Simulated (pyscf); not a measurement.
Structures and frequencies: ωB97X-D3(BJ)/def2-SVP in PySCF.

Task: For H₂N–Al(NH₂)–N•–Al(NH₂)–NH₂ (SMILES [NH2][Al]([NH2])[N][Al]([NH2])[NH2]) + CH₄ (SMILES C) -> H₂N–Al(NH₂)–NH–Al(NH₂)–NH₂ (SMILES [NH2][Al]([NH2])[NH][Al]([NH2])[NH2]) + CH₃• (SMILES [CH3]), a hydrogen abstraction (doublet surface; C–H broken, H–N formed), PBE/def2-TZVP gives ΔE‡ = 24.9 kJ/mol and ΔE = -18.5 kJ/mol (zero: the separated reactants). In which direction and how far do r²SCAN/def2-TZVP, PBE0-D3(BJ)/def2-TZVP, ωB97M-D3(BJ)/def2-TZVP move these?

Result: r²SCAN: ΔE‡ = 31.2 kJ/mol, ΔE = -27.5 kJ/mol; PBE0-D3(BJ): ΔE‡ = 30.5 kJ/mol, ΔE = -25.9 kJ/mol; ωB97M-D3(BJ): ΔE‡ = 47.4 kJ/mol, ΔE = -24.1 kJ/mol. PBE's barrier lies under all of them, by 5.6 to 22.5 kJ/mol. Its reaction energy lies over all of them, by 5.7 to 9.0 kJ/mol. This is the saddle that the search found; another between the same sides may lie lower. The angle at the transferred H is 167°.
